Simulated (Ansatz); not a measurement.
# fcc Cu: Voigt–Reuss–Hill shear modulus by level of theory

No measured value is used here.

| level (code) | value (GPa) | cell (Å³/atom) |
|---|---|---|
| LDA (Ansatz) | 66.3 | 10.89 |
| PBE (Ansatz) | 52.4 | 11.95 |
| r²SCAN (Ansatz) | 59.2 | 11.44 |

Each level is taken at its own relaxed cell. Cutoffs differ between the levels. Ansatz's density-functional and Hartree–Fock values are scalar-relativistic unless marked +SOC, with PAW data made under PBE.

Ansatz is an electronic-structure program.
